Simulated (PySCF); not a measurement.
Two structures of AlH$_{5}$O, closed shell, reached by relaxing down either side of one saddle point (PBE0-D4/def2-TZVP). Energies are electronic, without zero-point energy. Program: PySCF 2.14 with density fitting (its default auxiliary sets; JK sets also for MP2 and CCSD(T)). Basis: def2-TZVPP and def2-QZVPP. Cores are frozen in the correlated methods. Extrapolation: Hartree–Fock as exp(−7.88 √X), correlation as X^−2.97. First:

```xyz
7
angstrom
Al -0.4226 -0.7748 -0.0707
H 0.9178 -1.5724 0.3000
H -1.0503 -0.9876 -1.5182
H -1.4053 -0.3699 1.1286
H 1.4113 0.9904 -0.0377
O 0.4662 1.0456 -0.2171
H 0.0853 1.6729 0.4072
```

Second:

Al1  (-0.642, -0.369, -0.115)
H2  (1.769, -0.728, 0.193)
H3  (-0.566, -1.278, -1.402)
H4  (-0.826, -0.937, 1.354)
H5  (1.743, 0.004, 0.020)
O6  (-0.675, 1.311, -0.382)
H7  (-0.781, 1.945, 0.325)
(Å)

Task: Which bonds change from the first to the second?

Result: AlH₃ + H₂O → AlH₃O ([OH][AlH2]) + H₂; bonds formed: H2–H5; dative contacts that become bonds: Al1–O6; bonds broken: Al1–H2, H5–O6.

Task: Give the saddle point's structure and its height above each. (Judge from chemistry; the value comes from the calculation.)

Result: By the calculation: 0.700 eV above the first and 1.152 eV above the second (CCSD(T) at an estimated basis limit (MP2 extrapolated from triple and quadruple zeta, plus CCSD(T) − MP2 in triple zeta)).
Al1  (-0.396, -0.637, -0.042)
H2  (1.361, -0.522, 0.146)
H3  (-0.770, -1.445, -1.346)
H4  (-1.084, -0.837, 1.371)
H5  (1.014, 0.467, -0.054)
O6  (0.043, 1.151, -0.365)
H7  (-0.169, 1.822, 0.290)
(Å)

The T1 diagnostic stays at or below 0.013.

The step is the kind of ligand exchange by which a precursor binds to a hydroxyl group, or is hydrolysed, in atomic layer deposition of oxides.

Labels in which every atom is bracketed show which atoms are joined, not bond orders.

For scale, one of the runs: CCSD(T)/def2-TZVPP, 143 basis functions, launched by `OMP_NUM_THREADS=4 python run.py`. Time: 51 s of wall clock on 4 CPU threads of an Arm Neoverse V2; the host was shared. Peak host memory: 0.69 GiB.
